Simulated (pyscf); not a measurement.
A first-order saddle from PySCF, ωB97X-D3(BJ)/def2-SVP:

```xyz
7

F      1.0416     0.7913    -0.9769
Si    -0.4884     0.9256    -0.4375
F     -0.3299     1.9221     0.8425
N     -0.9344    -0.6931     0.0358
H     -0.2993    -1.6710     0.2286
H     -0.2529    -1.6888     1.1960
H     -1.8870    -0.8941     0.3472
```
Charge 0, spin multiplicity 1.

Surface: singlet, charge 0. Lowest wavenumbers (cm⁻¹): 1329i, 180, 224, 298, 341.

Problem. Name the species on either side of this saddle.

Solution. F–Si:–F [singlet] + NH₃ ⇌ HN=Si(F)–F + H₂, a concerted two-bond exchange read from left to right: H–N, H–N broken and N–Si, H–H formed. At ωB97M-D3(BJ)/def2-TZVP it lies +76.1 kcal/mol from the left side and +55.4 kcal/mol from the right (each side as separated species at their lowest minima found). On the reactant side the descent ends in an adduct with a N–Si contact, 19.9 kcal/mol under the separated species and 95.6 kcal/mol under the saddle at ωB97X-D3(BJ)/def2-TZVP. What is counted as formed (N–Si) is already present as a longer contact in the reactant adduct; forming that adduct is a step of its own. The same reactants have a lower exit, to H₂N–SiH(F)–F (barrier +28.1 kcal/mol at ωB97M-D3(BJ)/def2-TZVP, against +76.1 kcal/mol here). One saddle was located; it need not be the lowest between these sides. A restricted solution here is unstable towards spin polarisation, so biradical character is likely and single-reference numbers are less safe.
